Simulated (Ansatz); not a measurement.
**Rutile SnO2**

Level of theory: r²SCAN+rVV10 in Ansatz (plane waves, PAW).

Run with plane-wave cutoff 500 eV, 8×8×12 k mesh (along the axes of the cell as run), Fermi–Dirac smearing 0.05 eV, scalar-relativistic PAW data made under PBE.

Cell: relaxed at this level.

| Quantity | Value |
|---|---|
| volume per atom | 12.00 Å³/atom |
| lattice constant a | 4.745 Å |
| c axis length | 3.199 Å |
| band gap | 1.81 eV (on the SCF k mesh) |

Measured, for comparison: band gap 3.81 eV (zero-point renormalisation of 215 meV (computed, non-adiabatic AHC, without the lattice-expansion part) added back here to the 1.8 K gap of; inputs from Miglio et al. (2020), arXiv:2011.12765); lattice constant a 4.737 Å, lattice parameter c 3.186 Å (room temperature, not corrected to a static lattice; as tabulated in Hiroi (2015), arXiv:1503.02262). Computed (rounded) less measured: lattice constant a +0.2 %, lattice parameter c +0.4 %.

Spin–orbit coupling is not included.

Static lattice: no zero-point or thermal effects.

Ansatz is a program for electronic structure.
